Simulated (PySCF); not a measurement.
# Phosphorus: a sound run and one with changed settings

Sound run: P [Ne] 3s2 3p3, P+ [Ne] 3s2 3p2. All numbers are calculated (PySCF 2.14, the non-relativistic Hamiltonian (point nucleus), in pcseg-2). The sound run starts from symmetry-adapted Hartree-Fock orbitals and uses a fine grid where one is needed.

Changed run: initial guess 1e, at most 5 SCF cycles. This setting is unsound on purpose.

```
species  method  sound run (hartree)  changed run (hartree)  converged
      P     UHF           -340.70921             -340.70921         no
      P  M06-2X           -341.24787             -341.24787         no
      P    TPSS           -341.29125             -341.29125         no
     P+     UHF           -340.34439             -340.34439         no
     P+  M06-2X           -340.86798             -340.86798         no
     P+    TPSS           -340.90456             -340.90456         no
```

The SCF was stopped early; the energies are upper bounds that still move, and correlated levels were skipped or rest on poor orbitals.
